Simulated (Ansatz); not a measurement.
Born–Oppenheimer molecular dynamics of C₆H₁₂ (18 atoms, charge 0, multiplicity 1). It goes on from the last frame of an earlier run, with new velocities.

Computed with RKS PBE-D4/6-31G in Ansatz 0.2.0.

```yaml
ensemble: NVT, Langevin thermostat
time_step: 0.5 fs
steps_asked: 100
set_temperature: 200 K
friction: 0.01 /fs
temperature_schedule: 25 steps to 200 K, then 75 steps to 50 K
seed: 734499
```

First frame:

```xyz
18
Properties=species:S:1:pos:R:3
C -2.271 -1.137 -0.413
C -0.861 -1.264 0.175
C -0.336 -0.033 0.692
C 0.736 0.648 0.217
C 1.203 1.974 0.730
C 1.656 0.240 -0.897
H -2.930 -0.919 0.365
H -2.557 -2.143 -0.753
H -2.360 -0.499 -1.253
H -0.136 -1.672 -0.545
H -0.864 -1.989 0.985
H -0.860 0.330 1.573
H 2.278 1.968 1.094
H 0.464 2.191 1.528
H 1.121 2.744 -0.019
H 2.755 0.370 -0.681
H 1.507 0.950 -1.752
H 1.514 -0.805 -1.324
```

Q: How far do the bonds stretch over the last three quarters of this one trajectory? (Pairs bonded in most of those frames.)

A: 
```json
{"bond": "C1–C2", "mean (Å)": "1.550", "spread (Å)": "0.026", "shortest": "1.51", "longest": "1.59"}
{"bond": "C1–H7", "mean (Å)": "1.118", "spread (Å)": "0.047", "shortest": "1.04", "longest": "1.18"}
{"bond": "C1–H8", "mean (Å)": "1.108", "spread (Å)": "0.034", "shortest": "1.05", "longest": "1.16"}
{"bond": "C1–H9", "mean (Å)": "1.112", "spread (Å)": "0.039", "shortest": "1.04", "longest": "1.16"}
{"bond": "C2–C3", "mean (Å)": "1.523", "spread (Å)": "0.021", "shortest": "1.50", "longest": "1.56"}
{"bond": "C2–H10", "mean (Å)": "1.109", "spread (Å)": "0.023", "shortest": "1.07", "longest": "1.15"}
{"bond": "C2–H11", "mean (Å)": "1.110", "spread (Å)": "0.020", "shortest": "1.07", "longest": "1.14"}
{"bond": "C3–C4", "mean (Å)": "1.362", "spread (Å)": "0.027", "shortest": "1.32", "longest": "1.42"}
{"bond": "C3–H12", "mean (Å)": "1.103", "spread (Å)": "0.016", "shortest": "1.08", "longest": "1.14"}
{"bond": "C4–C5", "mean (Å)": "1.531", "spread (Å)": "0.031", "shortest": "1.47", "longest": "1.58"}
{"bond": "C4–C6", "mean (Å)": "1.517", "spread (Å)": "0.037", "shortest": "1.45", "longest": "1.57"}
{"bond": "C5–H13", "mean (Å)": "1.108", "spread (Å)": "0.018", "shortest": "1.08", "longest": "1.14"}
{"bond": "C5–H14", "mean (Å)": "1.104", "spread (Å)": "0.011", "shortest": "1.08", "longest": "1.12"}
{"bond": "C5–H15", "mean (Å)": "1.109", "spread (Å)": "0.012", "shortest": "1.08", "longest": "1.13"}
{"bond": "C6–H16", "mean (Å)": "1.108", "spread (Å)": "0.033", "shortest": "1.06", "longest": "1.16"}
{"bond": "C6–H17", "mean (Å)": "1.109", "spread (Å)": "0.011", "shortest": "1.09", "longest": "1.13"}
{"bond": "C6–H18", "mean (Å)": "1.109", "spread (Å)": "0.043", "shortest": "1.04", "longest": "1.18"}
```

Mean temperature of the second half: 226 K. The schedule's set-point averaged 100 K over the second half and the system 226 K, so it lags behind the ramp. A run of 0.05 ps of so small a system gives no equilibrium averages. Limits of this set-up: no polarisation functions.

Run time: 7.2 min on 1 thread of Arm Neoverse V2 (shared host), peak memory 0.14 GiB.
